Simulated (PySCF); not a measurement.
An unknown gives this computed stick spectrum. Level of theory: TDDFT PBE0/def2-SVPD, vertical, gas phase, core orbitals frozen in the response (PySCF 2.14.0, density-fitted response routines). Geometries: PBE0-D3(BJ)/def2-SVP, one conformer each.

```json
{"state": "S1", "E (eV)": "4.65", "λ (nm)": "266.7", "f": "0.0088"}
{"state": "S2", "E (eV)": "5.03", "λ (nm)": "246.7", "f": "0.125"}
{"state": "S3", "E (eV)": "5.32", "λ (nm)": "232.8", "f": "0.0047"}
{"state": "S4", "E (eV)": "5.84", "λ (nm)": "212.2", "f": "0.016"}
{"state": "S5", "E (eV)": "5.96", "λ (nm)": "207.9", "f": "0.0003"}
{"state": "S6", "E (eV)": "6.03", "λ (nm)": "205.6", "f": "0.0044"}
{"state": "S7", "E (eV)": "6.24", "λ (nm)": "198.6", "f": "0.0015"}
{"state": "S8", "E (eV)": "6.40", "λ (nm)": "193.9", "f": "0.0027"}
{"state": "S9", "E (eV)": "6.70", "λ (nm)": "185.1", "f": "0.088"}
{"state": "S10", "E (eV)": "6.78", "λ (nm)": "182.8", "f": "0.100"}
```

Triplets computed (Tamm–Dancoff): 3.33, 4.48, 4.80, 5.15 eV.

Orbital energies (eV): HOMO-3 -9.64, HOMO-2 -9.08, HOMO-1 -7.11, HOMO -5.73, LUMO -0.07, LUMO+1 0.28, LUMO+2 0.78.

Task: Which structure fits? All have the formula C4H5NS.
A. `Cc1cscn1`
B. `C(=S)(C)CC#N`
C. `Cc1cncs1`
D. `NC1=CC=CS1`

Result: D. Its S1 lies at 4.65 eV; the nearest of the others has S1 at 5.38 eV. S1 is HOMO→LUMO+1 (68%), HOMO→LUMO (29%). Löwdin shares by element: HOMO carbon 55% or more, nitrogen 22% (atoms not listed hold the other 23%); LUMO carbon 49% or more, sulfur 25% (atoms not listed hold the other 27%). At the same level the other candidates give, for their lowest levels:
- `CC(=S)CC#N`: 2.55 eV (f 0.000); 5.73 eV (f 0.172); 5.91 eV (f 0.059); 6.10 eV (f 0.010); 6.20 eV (f 0.053); HOMO -7.01, LUMO -2.68 eV
- `Cc1cscn1`: 5.44 eV (f 0.000); 5.53 eV (f 0.070); 5.90 eV (f 0.001); 6.43 eV (f 0.028); 6.74 eV (f 0.004); T1 3.75 eV; HOMO -7.05, LUMO -0.78 eV
- `Cc1cncs1`: 5.38 eV (f 0.001); 5.55 eV (f 0.124); 5.88 eV (f 0.000); 6.23 eV (f 0.035); 6.59 eV (f 0.002); T1 3.70 eV; HOMO -7.08, LUMO -0.81 eV

Shape of the structure used: `[NH2:1][c:2]1[cH:3][cH:4][cH:5][s:6]1`: H–N1–C2–C3 -22°, H–N1–C2–C3 -153°.
